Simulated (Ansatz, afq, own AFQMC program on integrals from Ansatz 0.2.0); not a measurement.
Breaking Al2–O1 in AlClO, singlet

```csv
atom,x (Å),y (Å),z (Å)
O,0.1100,1.7339,0.2517
Al,0.0097,0.1537,0.0223
Cl,-0.1197,-1.8876,-0.2740
```

Products: AlCl (singlet, the lower of two spins tried) and O (triplet), each relaxed with PBE0/def2-SVP like the molecule; electronic energies without zero-point terms. Determinants: RHF, RHF and UHF in that order.

Basis def2-TZVP. Noble-gas cores (and the filled d shells of Ga–Kr and In–Xe) are frozen. Integrals, coupled cluster, full CI and functionals: Ansatz 0.2.0; the random walks run on the same integrals in our own AFQMC program. ph-AFQMC/CISD is guided by a CISD state made of CCSD amplitudes; releasing the constraint for a short imaginary time cuts its bias at the price of noise, slowly where states lie close. Error bars are statistical, one sigma. The errors of all members are added in quadrature.

No full CI on the walks' own integrals is used here; CCSDT(Q) serves as the reference and is uncertain by about the last step of the cluster series. Each member takes its own surest rung, up to full CI.

The best estimate is CCSD(T) at the basis-set limit (CBS: def2-TZVPP and def2-QZVPP, with their diffuse functions for anions and beside diffuse sets, CCSD(T) itself extrapolated) plus the step from CCSD(T) to CCSDT(Q) in def2-TZVP. Rows without CBS are in def2-TZVP; B2PLYP and the wave-function rows carry a basis error of their own. Core correlation and relativity beyond core potentials are missing, and ± holds the sampling alone.

Cautions: AlClO (singlet): higher spins were not checked, raised T1 diagnostic (T1 0.024, weight of the determinant 0.83, largest double 0.04), its ph-AFQMC/CISD value lies 23 ± 10 meV above CCSDT(Q).

Best estimate: 440.6 kJ/mol.

```csv
level,bond energy (kJ/mol),error against the best estimate (kJ/mol)
HF,153.7,-286.9
MP2,477.4,36.8
CCSD,380.9,-59.6
CCSD(T),410.7,-29.9
CCSDT,409.8,-30.8
CCSDT(Q),413.6,-27.0
ph-AFQMC/CISD,412.2 ± 1.0,-28.3 ± 1.0
released AFQMC,411.5 ± 1.4,-29.0 ± 1.4
HF/CBS,158.0,-282.5
MP2/CBS,504.7,64.2
CCSD(T)/CBS,437.6,-2.9
PBE,463.6,23.1
r2SCAN,448.8,8.2
PBE0,408.7,-31.8
B3LYP,415.4,-25.2
wB97M-V,412.6,-27.9
B2PLYP,434.6,-6.0
```

Correlation beyond CCSD(T) adds 2.9 kJ/mol. Going to the basis-set limit adds 27.0 kJ/mol at CCSD(T). The perturbative (T) step is worth +29.7 kJ/mol. The functionals spread over 54.9 kJ/mol; B2PLYP and r2SCAN come nearest and PBE0 is 31.8 kJ/mol too low.

Best estimates are given only where the step beyond CCSD(T) is under 0.3 eV and no member's determinant is very poor (T1 over 0.05, or 0.07 for open shells, ⟨S²⟩ too high by 0.3, two states mixed), so the hardest cases are missing from such tables.

The functionals ran in a triple-zeta set and keep a basis error of their own, a few kJ/mol for each bond in atomization energies and more for double hybrids, so close places among them and the extrapolated levels can swap.

CCSDT and higher add their correlation energy to the determinant of the CCSD(T) run, since their own runs factorise the integrals more tightly (a shift of under 2 meV). Each member of a difference takes its own highest rung, so a best estimate needn't equal the limit plus the step of one row. A walk keeps the symmetry of its determinant, which the program's search chose and which needn't be the lowest solution, so a lower state of the same spin and another symmetry isn't excluded. Released energies are given only where the last usable release times agree within the noise; a slower fall can still hide under it.
